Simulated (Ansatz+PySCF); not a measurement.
doublet CH₄F: levels of theory in one basis

```yaml
atoms:
  - { symbol: H, position_ang: [-0.0398, 0.0000, 0.0441] }
  - { symbol: F, position_ang: [-0.0493, 0.0000, 1.2826] }
  - { symbol: C, position_ang: [-0.0615, 0.0000, 2.9512] }
  - { symbol: H, position_ang: [0.9905, 0.0000, 3.1943] }
  - { symbol: H, position_ang: [-0.5901, 0.9124, 3.1835] }
  - { symbol: H, position_ang: [-0.5901, -0.9124, 3.1835] }
```

Basis set: cc-pVTZ (spherical functions). Correlated methods keep 2 orbitals frozen. Correlation on ROHF uses semicanonical orbitals with singles. Charge 0, multiplicity 2.

Computed with Ansatz (development build ahead of 0.2.0) and PySCF 2.14.0; each method stands on the lowest determinant of its kind that the runs found.

| method | E − E(ROHF) (eV) | <S²> of the determinant |
| --- | --- | --- |
| ROHF | 0.00 | 0.75 |
| UHF | -0.24 | 0.83 |
| ROHF-MP2 | -12.53 | – |
| UHF-MP2 | -12.51 | 0.83 |
| ROHF-CCSD | -13.10 | – |
| UHF-CCSD | -13.12 | 0.83 |
| ROHF-CCSD(T) | -13.55 | – |
| UHF-CCSD(T) | -13.55 | 0.83 |
